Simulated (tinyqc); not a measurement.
Inside a calculation. Method: UHF in the sto-3g basis, for LiH, spin multiplicity 3. This run ends on a higher stationary point, not on the lowest solution. One step of it, computed by the program tinyqc.

Problem. Orthogonalisation. S = U s U^T; symmetric (Loewdin) form X = U s^(-1/2) U^T, so that X^T S X = 1.

overlap S, lower triangle:
```
           1Li 1s    1Li 2s   1Li 2px   1Li 2py   1Li 2pz     2H 1s
1Li 1s   1.000000
1Li 2s   0.241137  1.000000
1Li 2px  0.000000  0.000000  1.000000
1Li 2py  0.000000  0.000000  0.000000  1.000000
1Li 2pz  0.000000  0.000000  0.000000  0.000000  1.000000
2H 1s    0.090465  0.431474  0.000000  0.000000  0.536807  1.000000
```

Give: eigenvalues of S; X.

Solution.

eigenvalues of S: 0.3083  0.7970  1.0000  1.0000  1.1632  1.7315

X, lower triangle:
```
          1Li 1s   1Li 2s  1Li 2px  1Li 2py  1Li 2pz   2H 1s
1Li 1s    1.0230
1Li 2s   -0.1251   1.1334
1Li 2px   0.0000   0.0000   1.0000
1Li 2py   0.0000   0.0000   0.0000   1.0000
1Li 2pz   0.0001   0.1374   0.0000   0.0000   1.1707
2H 1s    -0.0055  -0.3204   0.0000   0.0000  -0.3987  1.2812
```
